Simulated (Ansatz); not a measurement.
# SiH4O (SMILES O[SiH3]): a rigid scan of the bond length O1–H3

The task here is to estimate one member of a computed series from the others.

Computed with Ansatz 0.2.0, Gaussian basis. Level: single points in def2-TZVPP.

Levels: PBE-D4, r2SCAN-D4, PBE0-D4, B3LYP-D4, wB97M-V, Hartree-Fock, MP2, CCSD, CCSD(T). The scan takes 0.785, 0.826, 0.885, 0.954, 1.030, 1.113, 1.200, 1.292, 1.388 Å.

Correlated methods freeze the cores. B3LYP uses VWN-RPA correlation.

37 further runs of the same task are left out: 37 set aside as unsound or not needed.

## The system as given

The minimum, relaxed at PBE0-D4: SMILES `O[SiH3]`, 6 atoms, charge 0, spin multiplicity 1.

Atoms are counted from 1 here; the program's logs count them from 0.

Bond lengths: O1–Si2 1.648 Å, O1–H3 0.958 Å, Si2–H4 1.489 Å, Si2–H5 1.481 Å, Si2–H6 1.489 Å. Angles: Si2–O1–H3 117.9°, O1–Si2–H4 111.7°, O1–Si2–H5 105.9°, O1–Si2–H6 111.7°, H4–Si2–H5 109.9°, H4–Si2–H6 107.9°, H5–Si2–H6 109.9°.

Geometry (Å):

```xyz
6
H4OSi
O     0.6367   -1.0303    0.4190
Si   -0.0357    0.3465   -0.1870
H     0.0691   -1.6292    0.9047
H    -1.1283    0.0457   -1.1528
H     1.0605    1.0649   -0.8756
H    -0.6023    1.2024    0.8917
```

Energies of the minimum (eV), from earlier single points: PBE-D4 -9985.45059, r2SCAN-D4 -9990.15740, PBE0-D4 -9986.34445, B3LYP-D4 -9992.84764, wB97M-V -9990.45392, CCSD(T) -9976.32567.

At the minimum the bond length O1–H3 is 0.958 Å.

Set-up of the first run:

The input, ccsdt-tzvpp/in.yaml:

```yaml
crystal:
  periodic: [false, false, false]
  atoms:
    - {symbol: O, position_ang: [0.636713, -1.030299, 0.418986]}
    - {symbol: Si, position_ang: [-0.035725, 0.346543, -0.187021]}
    - {symbol: H, position_ang: [0.171348, -1.521310, 0.817193]}
    - {symbol: H, position_ang: [-1.128311, 0.045684, -1.152772]}
    - {symbol: H, position_ang: [1.060521, 1.064945, -0.875574]}
    - {symbol: H, position_ang: [-0.602256, 1.202354, 0.891669]}
basis:
  gaussian: {orbitals: def2-TZVPP}
correlation: {method: ccsd_t}
```

No record of the launch command was kept for these runs.

Steps of the session up to this table: O1–H3 = 0.785 Å; O1–H3 = 0.826 Å; O1–H3 = 0.885 Å; O1–H3 = 0.954 Å; O1–H3 = 1.030 Å; O1–H3 = 1.113 Å; O1–H3 = 1.200 Å; O1–H3 = 1.292 Å; O1–H3 = 1.388 Å.

One table of the session follows, with a row left open; its other results are not shown here.

It belongs to the step «The curves». Energies less that of the minimum at the same level (kJ/mol):

```
bond length (Å)  PBE-D4  PBE0-D4  B3LYP-D4  wB97M-V  Hartree-Fock
          0.785   125.3    116.8     118.0    117.4         101.3
          0.826    67.2     60.5      61.8     61.2          48.6
          0.885    19.3     15.5      16.4     15.9           8.8
          0.954     0.2      0.0       0.0      0.0          -0.3
0.958 (minimum)     0.0      0.0       0.0      0.0           0.0
          1.030     8.4     12.3      11.1     11.8          19.2
          1.113    37.8     46.2      43.5     45.1          61.2
          1.200    80.5     93.8      89.3     92.3         117.4
          1.292       ?        ?         ?        ?             ?
          1.388   185.5    209.4     200.5    208.0         252.1
```

Estimate the missing values for bond length (Å) = 1.292.

Worked estimate for «PBE-D4». A straight line through the neighbours (1.200, 80.5) and (1.388, 185.5) gives 80.5 + (185.5 − 80.5) × (1.292 − 1.200) / (1.388 − 1.200) = 131.9; a parabola fitted to 3 rows on both sides gives 129.7.

**Answer.** PBE-D4: 131.2; PBE0-D4: 149.7; B3LYP-D4: 142.9; wB97M-V: 148.2; Hartree-Fock: 182.7. In «PBE-D4» the line misses by +0.7 and the parabola by -1.5.

Limits of these values: A polynomial through the near points puts the CCSD(T) minimum 0.002 Å below the PBE0-D4 value.
